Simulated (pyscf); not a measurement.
Single points on ωB97X-D3(BJ)/def2-SVP structures (PySCF, gas phase).

Question: For the elementary gas-phase step HO–AsH₂ + HO–SiH₃ → H₃Si–O–AsH₂ + H₂O (singlet surface; As–O, H–O broken, As–O, H–O formed), what barrier and reaction energy does PBE0-D3(BJ)/def2-TZVP give, measured from the separated reactants?

Answer: ΔE‡ = 105.7 kJ/mol, ΔE = -10.3 kJ/mol. ωB97M-D3(BJ)/def2-TZVP gives 116.3 kJ/mol and -9.7 kJ/mol. Zero-point energy shifts the barrier by +1.9 kJ/mol. It is a four-centre exchange, with an imaginary mode of 445i cm⁻¹. On the reactant side the descent ends in a complex (not fully relaxed), 29.1 kJ/mol under the separated species and 143.7 kJ/mol under the saddle at ωB97X-D3(BJ)/def2-TZVP. On the product side the descent ends in a complex, 20.4 kJ/mol under the separated species and 151.6 kJ/mol under the saddle at ωB97X-D3(BJ)/def2-TZVP. H₃Si–O–AsH₂ lies 44.7 kJ/mol over its isomer HO–SiH₂–AsH₂ (electronic energy, ωB97M-D3(BJ)/def2-TZVP). Another saddle between the same species, by other bonds, lies lower (90.9 kJ/mol against 116.3 kJ/mol at ωB97M-D3(BJ)/def2-TZVP). Elements up to Kr have no core potential and no relativistic terms here.
